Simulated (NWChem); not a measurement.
**singlet [N2H3]+: levels of theory compared**

Wanted: a comparison of 3 runs (B2PLYP/def2-TZVP, wB97X/def2-TZVP, MP3/def2-TZVP) of singlet [N2H3]+. 

Program for the calculation: NWChem 7.3.0.

## (1) The structure to begin with

[N2H3]+: 5 atoms, total charge +1, spin state singlet. SMILES of the parent species: `[NH]N`. Geometry: relaxed at PBE0-D4/def2-TZVP. This is one conformer, not always the lowest. That shape belongs to the parent species and isn't relaxed for this state.

Bond lengths: N1–N2 1.338 Å, N1–H3 1.021 Å, N2–H4 1.008 Å, N2–H5 1.012 Å. Angles: N1–N2–H4 113.9°, N1–N2–H5 120.9°, N2–N1–H3 106.1°, H4–N2–H5 114.6°.

## (2) The energy at B2PLYP/def2-TZVP (run 1)

nw.nw reads:

```
start nw
title "H3N2 energy"
memory total 2200 mb
charge 1

geometry units angstrom noautosym nocenter noautoz
  N       -0.187600      -0.818050       0.454040
  N       -0.128660       0.235610      -0.368450
  H        0.759840      -0.951450       0.811270
  H       -1.030950       0.592300      -0.640030
  H        0.587360       0.941580      -0.256830
end

basis spherical bse
  * library def2-TZVP
end

dft
  xc hfexch 0.53 becke88 0.47 lyp 0.73 mp2 0.27
  dftmp2 semidirect
  grid xfine
  convergence energy 1e-08
  maxiter 100
  mulliken
end

mp2
  freeze core 2
end

task dft energy
```

Launch:

```
$ nwchem nw.nw > nw.out
```

Standard output:

```text
[...]
          Wavefunction type:  closed shell.
          No. of atoms     :     5
          No. of electrons :    16
[...]
          Charge           :     1
          Spin multiplicity:     1
[...]
          AO basis - number of functions:    80
[...]
              XC Information
              --------------
                     Hartree-Fock (Exact) Exchange  0.530
                    Becke 1988 Exchange Functional  0.470
              Lee-Yang-Parr Correlation Functional  0.730
[...]
 d= 0,ls=0.0,diis     1   -110.6851676618 -1.47D+02  6.84D-03  7.28D-01     1.5
[...]
 d= 0,ls=0.0,diis    10   -110.7499180939 -9.93D-09  8.23D-07  2.95D-09    13.8
         Total DFT energy =     -110.749918093850
      One electron energy =     -216.892935227199
           Coulomb energy =       83.720238084890
    Exchange-Corr. energy =      -14.305218295548
 Nuclear repulsion energy =       36.727997344007
[...]
      Total Density - Mulliken Population Analysis
     ---------------------------------------------
    Atom       Charge   Shell Charges
 -----------   ------   -------------------------------------------------------
    1 N    7     6.92   0.82  1.15  0.63  0.91  0.25  1.33  1.38  0.38  0.01  0.05  0.00
    2 N    7     7.08   0.82  1.16  0.56  0.81  0.13  1.50  1.57  0.47  0.01  0.05  0.00
    3 H    1     0.69   0.26  0.38  0.02  0.03
    4 H    1     0.65   0.26  0.35  0.01  0.04
    5 H    1     0.66   0.25  0.35  0.02  0.04
[...]
  Basis functions       =     80
[...]
```

Wall time 15 s (1 thread of Intel Xeon 6975P-C (Granite Rapids), shared host); peak memory 0.17 GiB.

## (3) The energy at wB97X/def2-TZVP (run 2)

run.py reads:

```python
from ase import Atoms
from ase.calculators.nwchem import NWChem

molecule = Atoms(['N', 'N', 'H', 'H', 'H'], positions=[
    [-0.187600, -0.818050, 0.454040],
    [-0.128660, 0.235610, -0.368450],
    [0.759840, -0.951450, 0.811270],
    [-1.030950, 0.592300, -0.640030],
    [0.587360, 0.941580, -0.256830],
])

calc = NWChem(
    label='m1',
    theory='dft',
    memory='2200 mb',
    basis='def2-TZVP',
    basispar='spherical bse',
    charge=1,
    dft={'xc': 'wb97x', 'mult': '1', 'grid': 'xfine', 'convergence': 'energy 1e-08', 'iterations': '100', 'mulliken': None},
    task='energy',
)
molecule.calc = calc

e = molecule.get_potential_energy()
print(f"E = {e:.6f} eV")
print("dipole (e A):", molecule.get_dipole_moment().round(4))
```

Launch:

```
$ export ASE_NWCHEM_COMMAND="nwchem PREFIX.nwi > PREFIX.nwo"
$ python run.py
```

Standard output:

```text
E = -3018.760676 eV
dipole (e A): [ 0.1666  0.2327 -0.0225]
```

The calculator wrote m1.nwi:

```
title "m1"

permanent_dir m1

scratch_dir m1

start m1

geometry units angstrom nocenter noautosym noautoz
  N  -1.8759999999999999e-01 -8.1805000000000005e-01 4.5404000000000000e-01
  N  -1.2866000000000000e-01 2.3561000000000001e-01 -3.6845000000000000e-01
  H  7.5983999999999996e-01 -9.5145000000000002e-01 8.1127000000000005e-01
  H  -1.0309500000000000e+00 5.9230000000000005e-01 -6.4002999999999999e-01
  H  5.8735999999999999e-01 9.4157999999999997e-01 -2.5683000000000000e-01
end

charge 1

memory 2200 mb

basis spherical bse noprint
   * library def2-TZVP
end

dft
  xc wb97x
  mult 1
  grid xfine
  convergence energy 1e-08
  iterations 100
  mulliken
end

task dft energy
```

m1.nwo:

```text
Northwest Computational Chemistry Package (NWChem) 7.3.0
             --------------------------------------------------------

           Job information
           ---------------

    nwchem branch   = 7.3.0
    use scalapack   = T
    input           = m1.nwi
    prefix          = m1.
    data base       = m1/m1.db
    status          = startup
    nproc           =        1

           Memory information
           ------------------

    heap     =     72089600 doubles =      550.0 Mbytes
    stack    =     72089597 doubles =      550.0 Mbytes
    global   =    144179200 doubles =     1100.0 Mbytes (distinct from heap & stack)
    total    =    288358397 doubles =     2200.0 Mbytes
    verify   = yes
    hardfail = no

[... 93 lines left out ...]
  convergence criterion.
[... 19 lines left out ...]
          Convergence on density requested:  1.00D-05
[... 29 lines left out ...]
          Convergence Information
[... 60 lines left out ...]
   convergence    iter        energy       DeltaE   RMS-Dens  Diis-err    time
[... 16 lines left out ...]
           Coulomb energy =       83.817390405986
[... 7 lines left out ...]
                       DFT Final Molecular Orbital Analysis
[... 589 lines left out ...]
 center of mass
 --------------
 x =  -0.25029504 y =  -0.46095517 z =   0.06773762

 moments of inertia (a.u.)
 ------------------
          58.393815443180           0.230835212146          -2.687615416714
           0.230835212146          28.823926817703          26.958407453919
          -2.687615416714          26.958407453919          45.146896318871

     Multipole analysis of the density
     ---------------------------------

     L   x y z        total         alpha         beta         nuclear
     -   - - -        -----         -----         ----         -------
     0   0 0 0      1.000000     -8.000000     -8.000000     17.000000

     1   1 0 0      0.314874      1.950381      1.950381     -3.585887
[... 8 lines of this table left out ...]
     2   0 0 2     -6.785524     -9.690536     -9.690536     12.595548

 Task  times  cpu:       36.5s     wall:       36.5s
 Total times  cpu:       36.5s     wall:       36.5s
```

Wall time 38 s (1 thread of Intel Xeon 6975P-C (Granite Rapids), shared host); peak memory 0.12 GiB.

## (4) The energy at MP3/def2-TZVP (run 3)

run.py reads:

```python
from ase import Atoms
from ase.calculators.nwchem import NWChem

molecule = Atoms(['N', 'N', 'H', 'H', 'H'], positions=[
    [-0.187600, -0.818050, 0.454040],
    [-0.128660, 0.235610, -0.368450],
    [0.759840, -0.951450, 0.811270],
    [-1.030950, 0.592300, -0.640030],
    [0.587360, 0.941580, -0.256830],
])

calc = NWChem(
    label='m1',
    theory='tce',
    memory='stack 330 mb heap 110 mb global 1760 mb',
    basis='def2-TZVP',
    basispar='spherical bse',
    charge=1,
    scf={'nopen': '0', 'rhf': None, 'thresh': '1e-08', 'maxiter': '80'},
    tce={'scf': None, 'mbpt3': None, 'freeze': 'core 2', 'maxiter': '60'},
    task='energy',
)
molecule.calc = calc

e = molecule.get_potential_energy()
print(f"E = {e:.6f} eV")
```

Launch:

```
$ export ASE_NWCHEM_COMMAND="nwchem PREFIX.nwi > PREFIX.nwo"
$ python run.py
```

Standard output:

```text
E = -3013.170865 eV
```

The calculator wrote m1.nwi:

```
title "m1"

permanent_dir m1

scratch_dir m1

start m1

geometry units angstrom nocenter noautosym noautoz
  N  -1.8759999999999999e-01 -8.1805000000000005e-01 4.5404000000000000e-01
  N  -1.2866000000000000e-01 2.3561000000000001e-01 -3.6845000000000000e-01
  H  7.5983999999999996e-01 -9.5145000000000002e-01 8.1127000000000005e-01
  H  -1.0309500000000000e+00 5.9230000000000005e-01 -6.4002999999999999e-01
  H  5.8735999999999999e-01 9.4157999999999997e-01 -2.5683000000000000e-01
end

charge 1

memory stack 330 mb heap 110 mb global 1760 mb

basis spherical bse noprint
   * library def2-TZVP
end

scf
  nopen 0
  rhf
  thresh 1e-08
  maxiter 80
end
tce
  scf
  mbpt3
  freeze core 2
  maxiter 60
end

task tce energy
```

m1.nwo:

```text
Northwest Computational Chemistry Package (NWChem) 7.3.0
             --------------------------------------------------------

           Job information
           ---------------

    nwchem branch   = 7.3.0
    use scalapack   = T
    input           = m1.nwi
    prefix          = m1.
    data base       = m1/m1.db
    status          = startup
    nproc           =        1

           Memory information
           ------------------

    heap     =     14417916 doubles =      110.0 Mbytes
    stack    =     43253761 doubles =      330.0 Mbytes
    global   =    230686720 doubles =     1760.0 Mbytes (distinct from heap & stack)
    total    =    288358397 doubles =     2200.0 Mbytes
    verify   = yes
    hardfail = no

[... 125 lines left out ...]
 Convergence threshold     :          1.000E-08
[... 13 lines left out ...]
       Final RHF  results
[... 3 lines left out ...]
      One-electron energy =   -216.702696099010
[... 1 line left out ...]
 Nuclear repulsion energy =     36.727997344007
[... 26 lines left out ...]
                       ROHF Final Molecular Orbital Analysis
[... 348 lines left out ...]
 MBPT(2) total energy / hartree       =      -110.721933368306452
[... 1 line left out ...]
 MBPT(3) iterations
 --------------------------------------------------------
 Iter          Residuum       Correlation     Cpu    Wall
 --------------------------------------------------------
    1   0.1980793477044   0.0000000000000     0.3     0.3
    2   0.0000000000118  -0.0100544101480     0.2     0.2
 --------------------------------------------------------
 Iterations converged
 MBPT(3) correlation energy / hartree =        -0.010054410148033
 MBPT(3) total energy / hartree       =      -110.731987778454496

 Task  times  cpu:       23.8s     wall:       23.8s
 Total times  cpu:       23.8s     wall:       23.8s
```

It took 25 s on 1 thread of Intel Xeon 6975P-C (Granite Rapids), shared host; peak memory 1.2 GiB.

## (5) Overview of the runs

```tsv
run	level	frozen core orbitals	integration grid	energy (Eh)	HOMO energy (eV)	LUMO energy (eV)	HOMO–LUMO gap (eV)	wall time
1	B2PLYP/def2-TZVP	2	xfine	-110.884163	-19.36	-9.57	9.79	15 s
2	wB97X/def2-TZVP	–	xfine	-110.937410	-20.15	-8.86	11.29	38 s
3	MP3/def2-TZVP	2	–	-110.731988	-22.14	-6.48	15.66	25 s
```

## (6) Outcome

| quantity | value |
| --- | --- |
| run 3: total energy | -110.73199 Eh |
| run 3: HOMO energy (Hartree–Fock orbitals) | -22.14 eV |
| run 3: LUMO energy (Hartree–Fock orbitals) | -6.48 eV |
| run 3: HOMO–LUMO gap (Hartree–Fock orbitals) | 15.66 eV |
| run 3: correlation energy (2 core orbitals frozen) | -408.5 mEh |

In words: Totals of different functionals can't be ranked against each other. All runs together took 78 s, the longest 38 s.
